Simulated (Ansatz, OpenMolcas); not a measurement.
# AlHCl2 (SMILES [H][Al]([Cl])[Cl]): the energy, rung by rung

AlHCl2 has 4 atoms, charge 0, and is taken as a singlet. As SMILES, `[H][Al]([Cl])[Cl]`. Geometry: a GFN2-xTB relaxation, a rough one for these elements and not checked as a minimum.

```
atom    x (Å)    y (Å)    z (Å)
  Al  -0.0478  -0.0807  -0.0004
  Cl   1.9719  -0.1826   0.0143
  Cl  -1.0957   1.6499  -0.0158
   H  -0.8284  -1.3866   0.0020
```

Quantity: the energy change with the Al1–Cl2 bond stretched from 2.022 to 5.056 Å, in eV. The values are calculated.

```csv
level,kind,program,value (eV),less FCI/STO-3G,CPU time (all runs)
HF/STO-3G (restricted),Hartree–Fock,Ansatz,8.34,+2.76,0.46 s
BLYP/STO-3G (restricted),GGA,Ansatz,5.68,+0.10,9.2 s
revPBE/STO-3G (restricted),GGA,Ansatz,5.76,+0.18,11 s
r2SCAN/STO-3G (restricted),meta-GGA,Ansatz,6.23,+0.65,37 s
B3LYP/STO-3G (restricted),global hybrid,Ansatz,6.37,+0.79,5.3 s
MP2/STO-3G (restricted),perturbation theory,Ansatz,6.97,+1.39,0.85 s
"SC-NEVPT2(2,2)/STO-3G",multireference,OpenMolcas,5.70,+0.12,3.5 s
CCSDT/STO-3G (restricted),coupled cluster or CI,Ansatz,5.59,+0.01,1.7 s
FCI/STO-3G,exact in the basis,OpenMolcas,5.58,0.00,3.3 min
```

FCI/STO-3G is exact within its basis and frozen core, so for wave-function methods in that basis the difference is their error; functionals converge differently with the basis, so for them it is only a difference. Spin-restricted single references rise too steeply as a bond breaks, Hartree–Fock most of all. The first shape isn't each level's own minimum. The values span 5.58 to 8.34 eV. All rows use very small basis sets, so even the best lies far from the true value. Times are those of the runs behind each value, whatever else they computed, on shared processors of several kinds: orders of magnitude only.
